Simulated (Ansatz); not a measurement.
# CH5NSi: functionals against CCSD(T) at one geometry

The task here is to estimate one member of a computed series from the others.

The runs use Ansatz 0.2.0, Gaussian basis; single points in def2-TZVPP.

Correlated methods freeze the cores. B3LYP uses VWN-RPA correlation.

### The starting structure

SMILES `NC=[SiH2]`, 8 atoms, charge 0, spin multiplicity 1.

Atoms are counted from 1 here; the program's logs count them from 0.

Bond lengths: N1–C2 1.488 Å, N1–H4 1.094 Å, N1–H5 1.084 Å, C2–Si3 1.674 Å, C2–H6 1.052 Å, Si3–H7 1.501 Å, Si3–H8 1.506 Å. Angles: C2–N1–H4 111.0°, C2–N1–H5 118.0°, H4–N1–H5 108.5°, N1–C2–Si3 122.1°, N1–C2–H6 108.3°, Si3–C2–H6 129.5°, C2–Si3–H7 127.6°, C2–Si3–H8 115.6°, H7–Si3–H8 116.5°.

Geometry (Å):

```xyz
8
charge 0, multiplicity 1
N    -0.4734    0.6721   -1.1984
C     0.0142    0.5996    0.2056
Si    0.5812   -0.8247    0.8783
H    -0.6045   -0.3289   -1.6192
H    -1.3709    1.2475   -1.3956
H    -0.0264    1.5659    0.6205
H     0.5305   -2.2019    0.2839
H     1.0922   -0.7197    2.2912
```

Set-up of the first run:

run/in.yaml reads:

```yaml
crystal:
  periodic: [false, false, false]
  atoms:
    - {symbol: N, position_ang: [-0.473400, 0.672100, -1.198400]}
    - {symbol: C, position_ang: [0.014200, 0.599600, 0.205600]}
    - {symbol: Si, position_ang: [0.581200, -0.824700, 0.878300]}
    - {symbol: H, position_ang: [-0.604500, -0.328900, -1.619200]}
    - {symbol: H, position_ang: [-1.370900, 1.247500, -1.395600]}
    - {symbol: H, position_ang: [-0.026400, 1.565900, 0.620500]}
    - {symbol: H, position_ang: [0.530500, -2.201900, 0.283900]}
    - {symbol: H, position_ang: [1.092200, -0.719700, 2.291200]}
basis:
  gaussian: {orbitals: def2-TZVPP}
correlation: {method: ccsd_t}
output: {forces: true}
```

No record of the launch command was kept for these runs.

Among the steps run: CCSD(T)/def2-TZVPP; PBE0-D4/def2-TZVPP; wB97M-V/def2-TZVPP; r2SCAN-D4/def2-TZVPP; PBE-D4/def2-TZVPP; r2SCANh-D4/def2-TZVPP; B3LYP-D4/def2-TZVPP.

One table of the session follows, with a row left open; its other results are not shown here.

| method | RMS force component (eV/Å) | angle to CCSD(T) forces (°) | dipole (D) |
| --- | --- | --- | --- |
| CCSD(T) | 1.439 | reference | 1.25 |
| PBE0-D4 | 1.453 | 8.0 | 1.32 |
| wB97M-V | ? | ? | ? |
| r2SCAN-D4 | 1.431 | 5.7 | 1.41 |
| PBE-D4 | 1.391 | 8.0 | 1.42 |
| r2SCANh-D4 | 1.450 | 6.5 | 1.37 |
| B3LYP-D4 | 1.406 | 5.3 | 1.31 |

Q: Estimate the row for wB97M-V from the others.

As computed: RMS force component (eV/Å): 1.385; angle to CCSD(T) forces (°): 7.6; dipole (D): 1.26. In the column «RMS force component (eV/Å)» it is the lowest.

Limits of these values: CCSD(T) in triple zeta still lacks some correlation energy of the bonds, so part of these gaps is its own basis error and they don't rank the functionals.
